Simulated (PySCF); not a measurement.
F2OS.
Bonds: O1–S2 (double), S2–F3, S2–F4.

Method: PySCF, PBE0-D3(BJ)/def2-SVP geometry optimisation, gas phase; density fitting, grid level 1; the optimiser is geomeTRIC in internal coordinates, started from a GFN2-xTB structure with every atom displaced at random (about 0.01 Å).

Step 0: E = -18294.2505 eV
```
atom  x, y, z in Å  |  force x, y, z in eV/Å
O1      0.8570   -0.9691   -0.6114    0.283  -0.024  -0.139
S2     -0.0302   -0.3968    0.3548   -0.434   1.693   0.091
F3      0.5165    1.1506    0.7205   -0.417  -1.414  -0.393
F4     -1.3055    0.1900   -0.4962    0.567  -0.255   0.441
```

Step 1: E = -18294.1424 eV
```
atom  x, y, z in Å  |  force x, y, z in eV/Å
O1      0.9233   -0.9006   -0.5488   -0.896  -0.289  -0.507
S2     -0.1041   -0.3670    0.3131    2.192  -0.778   1.439
F3      0.5770    1.0612    0.6756   -0.812   0.374   0.104
F4     -1.3583    0.1811   -0.4722   -0.484   0.693  -1.036
```

Step 2: E = -18294.2872 eV
```
atom  x, y, z in Å  |  force x, y, z in eV/Å
O1      0.8904   -0.9258   -0.5800   -0.481  -0.082  -0.043
S2     -0.0721   -0.3770    0.3420    1.166  -0.200   0.440
F3      0.5371    1.0885    0.6842   -0.394  -0.003   0.046
F4     -1.3175    0.1890   -0.4786   -0.291   0.285  -0.442
```

Question: Estimate the geometry and energy of step 3. (The exact step hangs on the optimiser's Hessian estimate; all steps are aligned on step 2, rigid shifts and turns removed.)

Answer: E = -18294.3185 eV, largest force 0.175 eV/Å
```
atom  x, y, z in Å  |  force x, y, z in eV/Å
O1      0.8676   -0.9489   -0.5991    0.003   0.048   0.000
S2     -0.0423   -0.3762    0.3549    0.100  -0.091   0.111
F3      0.5080    1.1059    0.6945   -0.005  -0.006  -0.037
F4     -1.2954    0.1938   -0.4827   -0.098   0.049  -0.074
```

The energy changes by -0.0313 eV. The first-order estimate −F·Δx gives -0.0626 eV and the mean of the old and new forces, exact on a quadratic surface, -0.0319 eV. The step makes an angle of 51° with the force vector and moves no atom by more than 0.038 Å.

What follows is the cost of the whole optimisation. The run took 10 s of wall time on an Arm Neoverse N1 with one thread, no GPU, on a shared host, and the process peaked at 0.28 GiB of memory.
